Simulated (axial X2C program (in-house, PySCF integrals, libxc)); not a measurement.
LiF⁺: a run with one poor setting

Calculated with an in-house all-electron X2C program for linear molecules (integrals from PySCF). Spin-free means the one-electron spin-free X2C Hamiltonian. Basis: F dyall-v3z [6s5p2d1f], Li dyall-v3z [7s8p2d] (cores contracted in-house); Gaussian nuclei, density fitting, unrestricted open shells. Masses: F 18.998 u, Li 7.016 u.

One setting of this run was spoiled on purpose, so its numbers are not properties of LiF⁺. Level: HF, scalar-relativistic; state M_S = 1/2, Λ = 0 (beyond evenly filled blocks: σα).

| R (Å) | E − E(lowest point) (eV) | SCF iterations |
| --- | --- | --- |
| 1.776 | 0.2784 | 8 |
| 1.857 | 0.2018 | 8 |
| 1.919 | 0.1595 | 8 |
| 1.980 | 0.1264 | 8 |
| 2.041 | 0.1003 | 8 |
| 2.112 | 0.0762 | 8 |
| 2.184 | 0.0571 | 8 |
| 2.276 | 0.0378 | 8 |
| 2.388 | 0.0196 | 8 |
| 2.551 | 0.0000 | 8 |

PBE0 search, energies from the determinant that was followed:

```tsv
ΔE (eV)	state	electrons beyond evenly filled partner blocks	electrons in σ, π, δ, φ
0.00	M_S = 1/2, Λ = 0	σα	7 4 0 0
-0.26	M_S = 1/2, Λ = 1	π+α, π+β, π-α	8 3 0 0
```

Which setting was spoiled?
A. too few iterations allowed
B. an excited determinant was followed
C. virtual space cut too low
D. density fitting set too sparse
E. integration grid too coarse

B. An excited determinant was followed: a lower determinant stands in the search.
